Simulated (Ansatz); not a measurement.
## How far each method lies from UCCSDT(Q) for NH, triplet

Geometry: MP2(full)/6-31G*, from the G2/97 set.

```xyz
2

N     0.0000    0.0000    0.0000
H     0.0000    0.0000    1.0394
```

Basis cc-pVQZ; Ansatz 0.2.0. Correlated methods freeze the noble-gas cores, which leaves 6 electrons in 84 orbitals. Prefix R: restricted or restricted open-shell reference; prefix U: unrestricted. Active spaces: valence = (6e, 5o) chosen from the atoms' valence shells.

Full CI isn't at hand for all of this; UCCSDT(Q) serves as the reference, and is uncertain by about the last step of the cluster series. The frozen core follows each run's orbitals, which can shift R against U totals by a few meV.

The UHF ⟨S²⟩ is 2.016 and the T1 diagnostic (RCCSD) is 0.0187. The largest doubles amplitude (RCCSD) is 0.054 and the T1 diagnostic (UCCSD) is 0.0106.

```tsv
level	E − E(RHF) (eV)
UHF	-0.2136
RMP2	-4.2505
UMP2	-4.2327
RCCSD	-4.6989
UCCSD	-4.7048
RCCSD(T)	-4.8245
UCCSD(T)	-4.8266
```

(1) Estimate how far UCCSDT(Q) in cc-pVQZ lies from RCCSD(T). The table doesn't fix it; the size of (T) and the diagnostics are the guide.

(1) UCCSDT(Q) in cc-pVQZ lies 0.65 mEh below RCCSD(T), which is 14 % of the (T) step (-4.62 mEh). The diagnostics are small and one determinant leads, so the series closes fast and only a small part of (T) is left.

The other levels:

| level | E − E(UCCSDT(Q)) (mEh) | share of correlation (%) | wall time |
| --- | --- | --- | --- |
| BCCD(T) | 0.65 | 99.63 | 2.1 s (H100) |
| RCCSDT | 0.21 | 99.88 | – |
| UCCSDT | 0.12 | 99.93 | – |
| RCCSDT(Q) | 0.09 | 99.95 | 3.5 s (H100) |
| CASSCF (valence space) | 151.73 | 14.73 | – |
| NEVPT2 (valence space) | 24.31 | 86.34 | 1.6 s |
| NEVPT4(SD) (valence space) | 2.83 | 98.41 | 3.5 s (H100) |
| MRCISD (valence space) | 7.25 | 95.93 | – |
| MRCISD+Q (valence space) | 1.16 | 99.35 | 2.2 s (H100) |

The correlation energy at UCCSDT(Q), counted from RHF, is -4.842 eV. That run took 3.2 s on 2 threads of AMD EPYC 7R13 with a shared H100 80 GB, shared host.

Times hold each run's SCF and search for its determinant on a shared host, so for small cases they say little of a method's own cost; rows without a card ran on 1 thread of AMD EPYC 7R13.

Natural occupations of CASSCF (valence space) about the gap: 1.997 1.974 1.000 1.000 0.029; effectively unpaired electrons, Σ n²(2−n)², 2.01.

Atomization energy (electronic, same basis, no zero-point term; atoms at the same level, unrestricted beside the R rows where the molecule is a closed shell, with restricted open-shell steps beyond CCSDT(Q)) at UCCSDT(Q): 341.3 kJ/mol. Errors of other levels:

```tsv
level	error (kJ/mol)
RHF	-138.9
UHF	-127.6
RMP2	-9.9
UMP2	-12.6
RCCSD	-5.0
UCCSD	-4.9
RCCSD(T)	-0.3
UCCSD(T)	-0.5
BCCD(T)	-0.4
RCCSDT	-0.1
UCCSDT	-0.2
RCCSDT(Q)	0.1
CASSCF (valence space)	-70.1
NEVPT2 (valence space)	-10.5
NEVPT4(SD) (valence space)	-3.6
MRCISD (valence space)	-6.4
MRCISD+Q (valence space)	-2.5
```

This basis is far from its limit, so the value isn't to be set against a measured one. Truncated CI isn't size-consistent, which counts against it in atomization.
